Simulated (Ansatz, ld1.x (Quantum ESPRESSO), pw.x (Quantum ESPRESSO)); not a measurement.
## Pt (Z = 78): one change to the TM potential, in the atom and in the diamond crystal

platinum (Pt), norm-conserving Troullier–Martins (Kleinman–Bylander form), made with ld1.x (Quantum ESPRESSO) 7.5 (LDA (PW92), scalar-relativistic). Core [Xe] 4f14, reference 5d9 6s0.5 6p0 (charge +0.5). Waves: 6s (bound): rc 2.25 bohr; 5d (bound): rc 2.35 bohr; 6p (bound, empty): rc 2.70 bohr. Local part: the p channel. Core correction: none.

Change: local potential the d channel.

Cutoffs, loose and tight: the cutoffs (Ry, on a coarse ladder) from which the occupation-weighted sum of valence levels, in a spherical-Bessel basis at the reference potential, stays within 10 and 1 mRy of its value at 400 Ry. They do not see the model core or the augmentation charge, which bear on the density cutoff. Test errors are all-electron minus pseudo excitation energies from the reference, over the configurations 5d9 6s1 6p0; 5d9 6s0 6p0; 5d8 6s0 6p0; 5d6 6s0 6p0; 5d8 6s1 6p1; 5d7 6s0 6p0; 5d8 6s2 6p0 (two spin-polarised tests are not counted in the largest error); variants that change the core or the reference have their own tests.

Crystal test: diamond Pt in pw.x 7.5, no spin, 8³ k-points, Fermi–Dirac smearing 0.01 Ry, cutoffs set for each file from its atomic test. The reference is all-electron LAPW (Ansatz 0.2.0) with the same functional, mesh and smearing; V0 and B0 come from Birch–Murnaghan fits to the pressures at five volumes. Errors are pseudo minus all-electron; Δ is the rms difference of the E(V) curves that follow from these fits, minima aligned, over ±6 % about the mean V0. Mesh and smearing are coarse, so the numbers serve the comparison and aren't converged zero-temperature values; the lattice is a test structure that the element need not adopt.

All-electron: a0 = 5.651 Å (V0 = 22.55 Å³/atom), B0 = 146.4 GPa.

Problem. Does the change bring the crystal closer to the all-electron result?

Solution. The mean pressure error goes from +19.39 to -35.12 GPa, so the change moves the solid further from the all-electron pressures. Neither pressure curve crosses zero within the volumes sampled, so no fits are given.

| quantity | base | changed |
| --- | --- | --- |
| outcome (atom) | generated | generated |
| cutoff, loose (atom) | 40 Ry | 40 Ry |
| cutoff, tight (atom) | 45 Ry | 45 Ry |
| bound ghosts (atom) | none | s, p |
| largest test error (meV) (atom) | -1033 | -54 over the solved tests; 2 of 9 tests not solved or not reliable |
| cutoffs in pw.x (Ry) | 55/220 | 55/220 |
| mean pressure error (GPa) | +19.39 | -35.12 |

Base: The largest radius (2.70 bohr) exceeds half the bond length (2.31 bohr), so the spheres overlap, which is one possible source of error among others. This is a poor potential for the solid. Changed file: The largest radius (2.70 bohr) exceeds half the bond length (2.31 bohr), so the spheres overlap, which is one possible source of error among others. This is a poor potential for the solid. Note: ghost states, extra bound levels that the all-electron valence spectrum of the same l lacks: s at -56.9 eV, p at -8.1 eV. A true bound ghost makes a file unfit for plane-wave use. Atomic configuration tests: 2 of 9 tests not solved or not reliable. The atomic cutoffs weigh occupied waves only.
